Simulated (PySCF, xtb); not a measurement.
CH2, SMILES [CH2] (connectivity only; charge and spin as stated), neutral, multiplicity 1.

GFN2-xTB (xtb) at its own geometry gives an orbital gap of 0.95 eV and a dipole moment of 1.76 D.

Coordinates come from a B3LYP-D3(BJ)/def2-TZVPD optimisation. The isomer is the one that the SMILES or the coordinates give; other isomers of the formula were not compared.

Question: What does PySCF with HF/def2-TZVPD give? (Estimate from the structure and the level; the computed values follow.)

Answer: gap 11.84 eV (levels -10.79 and 1.05 eV), dipole 1.89 D.
